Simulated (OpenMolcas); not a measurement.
**AlH3 (SMILES [AlH3]): a chain of runs**

Wanted: a single-point energy (UHF/3-21G), then the energy (CASSCF(2,2)/3-21G), then a single-point energy (CASPT2(2,2)/3-21G), then a single-point energy (SC-NEVPT2(2,2)/3-21G), then the energy (MRCI(2,2)/3-21G) of AlH3. 

The results are computed with OpenMolcas 26.06.

**1. The system as given**

AlH3 has 4 atoms, charge 0, and is taken as a singlet. SMILES: `[AlH3]`. The Al1–H3 distance was set to 3.964 Å, away from the relaxed value. At this shape a bond of the SMILES string is far longer than usual.

Bond lengths: Al1–H2 1.586 Å, Al1–H4 1.586 Å. Angles: H2–Al1–H4 120.0°.

**2. The energy at UHF/3-21G (run 1)**

Contents of step1.input:

```
* AlH3 Hartree-Fock

&gateway
  baslib = $CurrDir
  basisset
  Al.3-21G....
  Al1 2.045453 1.211002 -0.170400 angstrom
  End of Basis
  basisset
  H.3-21G....
  H2 2.664953 1.896702 1.118300 angstrom
  H3 -1.340800 -0.832000 0.105100 angstrom
  H4 2.781153 1.341502 -1.569200 angstrom
  End of Basis

&seward

&scf
  uhf
  scramble = 0.25
  prorbitals = 1 1
```

The basis set 3-21G is read from a file made from the Basis Set Exchange's data (not shown).

Run with:

```bash
$ export MOLCAS_MEM=1860
$ pymolcas step1.input > step1.log
```

Log:

```text
--- Start Module: gateway ---
[...]
--- Stop Module: gateway /rc=_RC_ALL_IS_WELL_ ---
--- Start Module: seward ---
[...]
      Basis functions           19
--- Stop Module: seward /rc=_RC_ALL_IS_WELL_ ---
--- Start Module: scf ---
[...]
       Convergence after  16 Iterations
[...]
::    Total SCF energy                               -242.1822292590
[...]
      Total spin, S                                     0.6106656274
[...]
      Total electronic charge=   16.000000
      Total            charge=   -0.000000
[...]
      Dipole Moment (debye):
      Origin of the operator (angstrom)=    1.9772    1.1698   -0.1648
                   X= -5.3118E-01               Y= -3.1983E-01               Z=  4.3255E-02           Total=  6.2154E-01
      Quadrupole Moment (debye*angstrom):
[...]
--- Stop Module: scf /rc=_RC_ALL_IS_WELL_ ---
[...]
```

It took 1.6 s on 1 thread of Arm Neoverse V2, shared host; peak memory 0.37 GiB.

**3. A single-point energy at CASSCF(2,2)/3-21G (run 2)**

Contents of step2.inp:

```
* AlH3 CASSCF
>>> EXPORT MOLCAS_PRINT=2

&GATEWAY
 BasLib=$CurrDir
 BasisSet
 Al.3-21G....
 Al1 2.045453 1.211002 -0.170400 angstrom
 End of Basis
 BasisSet
 H.3-21G....
 H2 2.664953 1.896702 1.118300 angstrom
 H3 -1.340800 -0.832000 0.105100 angstrom
 H4 2.781153 1.341502 -1.569200 angstrom
 End of Basis

&SEWARD

&RASSCF
 FileOrb=$CurrDir/step1.UnaOrb
 Spin=1
 Nactel=2 0 0
 Inactive=7
 Ras2=2
 OrbListing=Nothing
 OrbAppear=Compact
```

The basis set 3-21G is read from a file made from the Basis Set Exchange's data (not shown).

Run with:

```bash
$ export MOLCAS_MEM=1860
$ pymolcas step2.inp > step2.log
```

Log:

```text
--- Start Module: gateway ---
[...]
--- Stop Module: gateway /rc=_RC_ALL_IS_WELL_ ---
--- Start Module: seward ---
[...]
      Basis functions           19
--- Stop Module: seward /rc=_RC_ALL_IS_WELL_ ---
--- Start Module: rasscf ---
[...]
      Number of active orbitals                  2
[...]
      Spin quantum number                      0.0
[...]
      Active orbitals                            2
[...]
      Number of CSFs                             3
[...]
      Number of root(s) required                 1
[...]
      Convergence after  7 iterations
[...]
      printout of CI-coefficients larger than  0.05 for root  1
      energy=    -242.184164
      conf/sym  11     Coeff  Weight
             1  20  -0.79630 0.63409
             3  02   0.60490 0.36591
      Natural orbitals and occupation numbers for root  1
      sym 1:   1.268188   0.731812
      ************************************************************************************************************************
      *                                                    Final results                                                     *
[...]
::    RASSCF root number  1 Total energy:   -242.18416438
[...]
      Total electronic charge=   16.000000
      Total            charge=   -0.000000
[...]
      Dipole Moment (debye):
      Origin of the operator (angstrom)=    1.9772    1.1698   -0.1648
                   X= -3.9871E-01               Y= -2.3985E-01               Z=  3.2465E-02           Total=  4.6642E-01
      Quadrupole Moment (debye*angstrom):
[...]
--- Stop Module: rasscf /rc=_RC_ALL_IS_WELL_ ---
[...]
```

It took 1.4 s on 1 thread of Arm Neoverse V2, shared host; peak memory 0.37 GiB.

**4. A single-point energy at CASPT2(2,2)/3-21G (run 3)**

Contents of step3.inp:

```
&GATEWAY
 BasLib=$CurrDir
 BasisSet
 Al.3-21G....
 Al1 2.045453 1.211002 -0.170400 angstrom
 End of Basis
 BasisSet
 H.3-21G....
 H2 2.664953 1.896702 1.118300 angstrom
 H3 -1.340800 -0.832000 0.105100 angstrom
 H4 2.781153 1.341502 -1.569200 angstrom
 End of Basis

&SEWARD

&RASSCF
 FileOrb=$CurrDir/step2.RasOrb
 Spin=1
 Nactel=2 0 0
 Inactive=7
 Ras2=2
 OrbListing=Nothing
 OrbAppear=Compact

&CASPT2
 Imaginary=0.1
 Frozen=5
```

The basis set 3-21G is read from a file made from the Basis Set Exchange's data (not shown).

Run with:

```bash
$ export MOLCAS_MEM=1860
$ pymolcas step3.inp > step3.log
```

Log:

```text
--- Start Module: gateway ---
[...]
--- Stop Module: gateway /rc=_RC_ALL_IS_WELL_ ---
[...]
      Basis functions           19
[...]
--- Start Module: rasscf ---
[...]
      Number of active orbitals                  2
[...]
      Spin quantum number                      0.0
[...]
      Active orbitals                            2
[...]
      Number of CSFs                             3
[...]
      Number of root(s) required                 1
[...]
      Convergence after  4 iterations
[...]
      printout of CI-coefficients larger than  0.05 for root  1
      energy=    -242.184164
      conf/sym  11     Coeff  Weight
             1  20  -0.79630 0.63409
             3  02   0.60490 0.36591
      Natural orbitals and occupation numbers for root  1
      sym 1:   1.268189   0.731811
      ************************************************************************************************************************
      *                                                    Final results                                                     *
[...]
::    RASSCF root number  1 Total energy:   -242.18416438
[...]
      Total electronic charge=   16.000000
      Total            charge=   -0.000000
[...]
      Dipole Moment (debye):
      Origin of the operator (angstrom)=    1.9772    1.1698   -0.1648
                   X= -3.9866E-01               Y= -2.3981E-01               Z=  3.2459E-02           Total=  4.6636E-01
      Quadrupole Moment (debye*angstrom):
[...]
--- Stop Module: rasscf /rc=_RC_ALL_IS_WELL_ ---
--- Start Module: caspt2 ---
[...]
 ###    WARNING: User changed nr of frozen orbitals.                         ###
 ###############################################################################
[...]
      E2 (Variational):          -0.0304704964
      Total energy:            -242.2146348742
[...]
      Reference weight:           0.98307
[...]
::    CASPT2 Root  1     Total energy:   -242.21463487
[...]
--- Stop Module: caspt2 /rc=_RC_ALL_IS_WELL_ ---
[...]
```

Wall time 1.4 s (1 thread of Arm Neoverse V2, shared host); peak memory 0.37 GiB.

**5. A single-point energy at SC-NEVPT2(2,2)/3-21G (run 4)**

Contents of step4.inp:

```
* AlH3 NEVPT2
>>> EXPORT MOLCAS_PRINT=2
&GATEWAY
BasLib
$CurrDir
BasisSet
Al.3-21G....
Al1 2.045453 1.211002 -0.170400 angstrom
End of Basis
BasisSet
H.3-21G....
H2 2.664953 1.896702 1.118300 angstrom
H3 -1.340800 -0.832000 0.105100 angstrom
H4 2.781153 1.341502 -1.569200 angstrom
End of Basis
&SEWARD
&RASSCF
FileOrb
$CurrDir/step2.RasOrb
Spin
1
Nactel
2 0 0
Inactive
7
Ras2
2
OrbListing
Nothing
OrbAppear
Compact
&CASPT2
SC-NEVPT2
Frozen
5
```

The basis set 3-21G is read from a file made from the Basis Set Exchange's data (not shown).

Run with:

```bash
$ export MOLCAS_MEM=1860
$ pymolcas step4.inp > step4.log
```

Log:

```text
--- Start Module: gateway ---
[...]
--- Stop Module: gateway /rc=_RC_ALL_IS_WELL_ ---
[...]
      Basis functions           19
[...]
--- Start Module: rasscf ---
[...]
      Number of active orbitals                  2
[...]
      Spin quantum number                      0.0
[...]
      Active orbitals                            2
[...]
      Number of CSFs                             3
[...]
      Number of root(s) required                 1
[...]
      Convergence after  4 iterations
[...]
      printout of CI-coefficients larger than  0.05 for root  1
      energy=    -242.184164
      conf/sym  11     Coeff  Weight
             1  20  -0.79630 0.63409
             3  02   0.60490 0.36591
      Natural orbitals and occupation numbers for root  1
      sym 1:   1.268189   0.731811
      ************************************************************************************************************************
      *                                                    Final results                                                     *
[...]
::    RASSCF root number  1 Total energy:   -242.18416438
[...]
      Total electronic charge=   16.000000
      Total            charge=   -0.000000
[...]
      Dipole Moment (debye):
      Origin of the operator (angstrom)=    1.9772    1.1698   -0.1648
                   X= -3.9866E-01               Y= -2.3981E-01               Z=  3.2459E-02           Total=  4.6636E-01
      Quadrupole Moment (debye*angstrom):
[...]
--- Stop Module: rasscf /rc=_RC_ALL_IS_WELL_ ---
--- Start Module: caspt2 ---
[...]
 ###    WARNING: User changed nr of frozen orbitals.                         ###
 ###############################################################################
[...]
      E2 (Variational):          -0.0301904954
[...]
      E2 (Variational):          -0.0301888687
      Total energy:            -242.2143532466
[...]
      Reference weight:           0.98334
[...]
::    SC-NEVPT2 Root  1     Total energy:   -242.21435325
[...]
--- Stop Module: caspt2 /rc=_RC_ALL_IS_WELL_ ---
[...]
```

Run time: 1.4 s. Hardware: 1 thread of Arm Neoverse V2, shared host; peak memory 0.37 GiB.

**6. A single-point energy at MRCI(2,2)/3-21G (run 5)**

Contents of step5.inp:

```
>>> EXPORT MOLCAS_PRINT=2
&gateway
baslib=$CurrDir
basisset
Al.3-21G....
Al1 2.045453 1.211002 -0.170400 angstrom
End of Basis
basisset
H.3-21G....
H2 2.664953 1.896702 1.118300 angstrom
H3 -1.340800 -0.832000 0.105100 angstrom
H4 2.781153 1.341502 -1.569200 angstrom
End of Basis
&seward
&rasscf
fileorb=$CurrDir/step2.RasOrb
spin=1
nactel=2 0 0
inactive=7
ras2=2
orblisting=Nothing
orbappear=Compact
&motra
lumorb
frozen=5
&guga
electrons=6
spin=1
inactive=2
active=2
ciall=1
&mrci
sdci
```

The basis set 3-21G is read from a file made from the Basis Set Exchange's data (not shown).

Run with:

```bash
$ export MOLCAS_MEM=1860
$ pymolcas step5.inp > step5.log
```

Log:

```text
--- Start Module: gateway ---
[...]
--- Stop Module: gateway /rc=_RC_ALL_IS_WELL_ ---
[...]
      Basis functions           19
[...]
      Number of active orbitals                  2
[...]
      Spin quantum number                      0.0
[...]
      Active orbitals                            2
[...]
      Number of CSFs                             3
[...]
      Number of root(s) required                 1
[...]
      Convergence after  4 iterations
[...]
      printout of CI-coefficients larger than  0.05 for root  1
      energy=    -242.184164
      conf/sym  11     Coeff  Weight
             1  20  -0.79630 0.63409
             3  02   0.60490 0.36591
      Natural orbitals and occupation numbers for root  1
      sym 1:   1.268189   0.731811
      ************************************************************************************************************************
      *                                                    Final results                                                     *
[...]
::    RASSCF root number  1 Total energy:   -242.18416438
[...]
      Dipole Moment (debye):
      Origin of the operator (angstrom)=    1.9772    1.1698   -0.1648
                   X= -3.9866E-01               Y= -2.3981E-01               Z=  3.2459E-02           Total=  4.6636E-01
      Quadrupole Moment (debye*angstrom):
[...]
      *** WARNING: Default frozen orbitals is overwritten by user input.
      *** Default values:   2
[...]
--- Start Module: guga ---
[...]
--- Stop Module: guga /rc=_RC_ALL_IS_WELL_ ---
--- Start Module: mrci ---
[...]
       (But an ACPF correction will be computed)
       USE THE DEFAULT ACPF G-VALUE GFAC=  0.33333333333333331
[...]
                      CI ENERGY:  -242.22763682
[...]
                ACPF CORRECTION:    -0.00114142
[...]
      Total electronic charge=   16.000000
      Total            charge=   -0.000000
[...]
     ACPF CORRECTION:     -0.00114142
[...]
  CI State   1     Total energy:   -242.22763682     QDav:     -0.00173490     QACPF:     -0.00114142
[...]
--- Stop Module: mrci /rc=_RC_ALL_IS_WELL_ ---
[...]
```

It took 1.5 s on 1 thread of Arm Neoverse V2, shared host; peak memory 0.37 GiB.

**7. Results**

```
                                                   quantity          value
                             run 1, UHF/3-21G: total energy  -242.18223 Eh
                            run 1, UHF/3-21G: dipole moment         0.62 D
                              run 1, UHF/3-21G: HOMO energy       -7.87 eV
                              run 1, UHF/3-21G: LUMO energy        0.52 eV
                            run 1, UHF/3-21G: HOMO–LUMO gap        8.38 eV
                                     run 1, UHF/3-21G: ⟨S²⟩          0.984
                     run 2, CASSCF(2,2)/3-21G: total energy  -242.18416 Eh
   run 2, CASSCF(2,2)/3-21G: dipole moment (CASSCF density)         0.47 D
                     run 3, CASPT2(2,2)/3-21G: total energy  -242.21463 Eh
   run 3, CASPT2(2,2)/3-21G: dipole moment (CASSCF density)         0.47 D
                  run 4, SC-NEVPT2(2,2)/3-21G: total energy  -242.21435 Eh
run 4, SC-NEVPT2(2,2)/3-21G: dipole moment (CASSCF density)         0.47 D
                       run 5, MRCI(2,2)/3-21G: total energy  -242.22764 Eh
     run 5, MRCI(2,2)/3-21G: dipole moment (CASSCF density)         0.47 D
```

What this shows: ⟨S²⟩ (run 1, UHF/3-21G) is 0.98 where a pure singlet has 0.00: the reference is spin-contaminated. Mulliken charges (run 1, UHF/3-21G) run from -0.25 on H2 to +0.50 on Al1; they depend strongly on the basis. Mulliken charges (run 2, CASSCF(2,2)/3-21G) run from -0.25 on H2 to +0.50 on Al1. Mulliken charges (run 3, CASPT2(2,2)/3-21G) of the CASSCF density run from -0.25 on H2 to +0.50 on Al1; they depend strongly on the basis. Mulliken charges (run 4, SC-NEVPT2(2,2)/3-21G) of the CASSCF density run from -0.25 on H2 to +0.50 on Al1; they depend strongly on the basis.
